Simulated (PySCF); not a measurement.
# Orbital picture of LiB

PBE at R = 2.134 Å; basis Li def2-SVPD, B def2-SVPD; no relativity; PySCF 2.14. State: ³Π (triplet), unpaired electrons σ ↑, π ↑. Only the outer orbitals are listed, counted within each symmetry.

```
spin  orbital  occ.  ε (eV)  on Li (%)   main shells (%)
   α       2σ     1  -51.42         99           99 Li s
   α       3σ     1   -8.52          5            94 B s
   α       4σ     1   -3.57         23   74 B p, 21 Li s
   α       1π     1   -3.10         19   80 B p, 19 Li p
   α       1π     0   -2.75         22   78 B p, 22 Li p
   α       5σ     0   -2.03         89  58 Li s, 31 Li p
   α       2π     0   -0.41         83   83 Li p, 17 B p
   β       2σ     1  -51.27         99           99 Li s
   β       3σ     1   -6.99          5            91 B s
   β       1π     0   -2.13         21   78 B p, 21 Li p
   β       4σ     0   -1.72         61   61 Li s, 35 B p
   β       1π     0   -1.35         37   62 B p, 37 Li p
```

Task: Which are the highest filled and the lowest empty level, where do they sit, and how wide is the gap?

Result: Highest filled α 1π at -3.10 eV (in %: 80 B p, 19 Li p); lowest empty α 1π at -2.75 eV (in %: 78 B p, 22 Li p); the gap at PBE is 0.35 eV. Both belong to one degenerate shell, split only by its one-sided filling, so this is no excitation gap.

* bond order (Mayer): 0.85
* ⟨S²⟩: 2.003
* charge on Li (Mulliken, basis-dependent): 0.49
* charge on Li (Löwdin, basis-dependent): 0.29
* dipole moment (positive dipole means Li(−)B(+)): -5.24 D

The state is the lowest determinant that a PBE0 search found; another state may lie lower at other levels.
